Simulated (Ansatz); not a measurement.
```yaml
crystal:
  periodic: [false, false, false]
  atoms:
    - {symbol: C, position_ang: [-1.463705, -0.013631, -0.011157]}
    - {symbol: Se, position_ang: [0.274654, 0.002558, 0.002094]}
    - {symbol: H, position_ang: [-2.045640, 0.898075, -0.017792]}
    - {symbol: H, position_ang: [-2.028595, -0.936017, -0.013265]}
basis:
  gaussian: {orbitals: def2-TZVP}
hamiltonian: {xc: pbe0}
relax: {f_tol: 0.004, max_steps: 80}
```

```sh
$ ansatz run in.yaml --threads 1 --pin off --events-out ev --progress --plain --max-ram 2176MiB
```

Steps of the relaxation (energy above the last step; positions in Å, forces in eV/Å):

```
4
step 1, 1.4 meV
C    -1.464   -0.014   -0.011    0.081    0.001    0.001
Se    0.275    0.003    0.002    0.070    0.001    0.001
H    -2.046    0.898   -0.018   -0.077    0.190   -0.001
H    -2.029   -0.936   -0.013   -0.073   -0.191    0.000
```

```
4
step 2, 0.1 meV
C    -1.464   -0.014   -0.011    0.004    0.000    0.000
Se    0.276    0.003    0.002    0.027    0.000    0.000
H    -2.046    0.903   -0.018   -0.016    0.049    0.000
H    -2.029   -0.941   -0.013   -0.015   -0.049    0.000
```

```
4
step 3, 0.0 meV
C    -1.465   -0.014   -0.011   -0.007    0.000    0.000
Se    0.276    0.003    0.002    0.002    0.000    0.000
H    -2.046    0.905   -0.018    0.002    0.000    0.000
H    -2.029   -0.943   -0.013    0.002    0.000    0.000
```

```
4
step 4, 0.0 meV
C    -1.465   -0.014   -0.011   -0.002    0.000    0.000
Se    0.276    0.003    0.002    0.000    0.000    0.000
H    -2.046    0.905   -0.018    0.001    0.000    0.000
H    -2.029   -0.943   -0.013    0.001    0.000    0.000
```

Close pairs at the end: C1–H3 1.087 Å, C1–H4 1.087 Å, C1–Se2 1.741 Å.

A stationary point of restricted PBE0 after 4 steps (its stability towards spin polarisation wasn't tested); no frequencies were run, so it isn't proven a minimum. 7.5 s on 1 thread of Intel Xeon Platinum 8375C, shared host.
